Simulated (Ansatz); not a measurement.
**CHBSi (triplet): from Hartree-Fock to the top rungs, def2-QZVPP**

An exercise on one series of results from a longer session: the logs are not shown, and one member is left open.

The runs use Ansatz 0.2.0, Gaussian basis; def2-QZVPP, core rule «outside noble gas», up to 7 orbitals frozen.

To be run: UHF; ROHF; CCSD(T) on UHF.

2 further runs of the same task are left out: 2 set aside as unsound or not needed.

## What is computed

The geometry is a PBE0/def2-TZVP stationary point (not a proven minimum) of the parent state, kept for this charge and spin.

4 atoms, charge 0, spin multiplicity 3.

Atoms are counted from 1 here; the program's logs count them from 0.

Bond lengths: B1–Si2 1.815 Å, B1–C3 1.407 Å, Si2–C3 1.732 Å, Si2–H4 1.493 Å. Angles: Si2–B1–C3 63.6°, B1–Si2–C3 46.7°, B1–Si2–H4 165.7°, C3–Si2–H4 147.6°, B1–C3–Si2 69.8°.

The first run:

in.yaml reads:

```yaml
crystal:
  periodic: [false, false, false]
  atoms:
    - {symbol: B, position_ang: [0.000000, 0.715616, 0.992391]}
    - {symbol: Si, position_ang: [0.000000, 0.025459, -0.685824]}
    - {symbol: C, position_ang: [0.000000, -0.688224, 0.892036]}
    - {symbol: H, position_ang: [0.000000, -0.184056, -2.163841]}
basis:
  gaussian: {orbitals: "def2-QZVPP.json"}
magnetization: {spin_polarized: true, initial_magnetization: 2}
hamiltonian: {xc: hf}
output: {orbitals: {seedname: orbitals}}
```

Started as:

```console
> ansatz run in.yaml --threads 1 --pin off --events-out ev --progress --plain --max-ram 2393MiB
```

Steps of the session up to this table: UHF; ROHF; CCSD(T) on UHF.

One table of the session follows, with a row left open; its other results are not shown here.

It belongs to the step «Misses and costs». 

| method | from UCCSD(T) (kcal/mol) |
| --- | --- |
| ROHF | +241.80 |
| UHF | +235.68 |
| UMP2 | +29.24 |
| UCCSD | ? |
| UCCSD(T) | 0 |

**Question.** Estimate the row for UCCSD.

The run gave: from UCCSD(T) (kcal/mol): +15.05. In the column «from UCCSD(T) (kcal/mol)» it lies between UCCSD(T) (0) and UMP2 (+29.24).
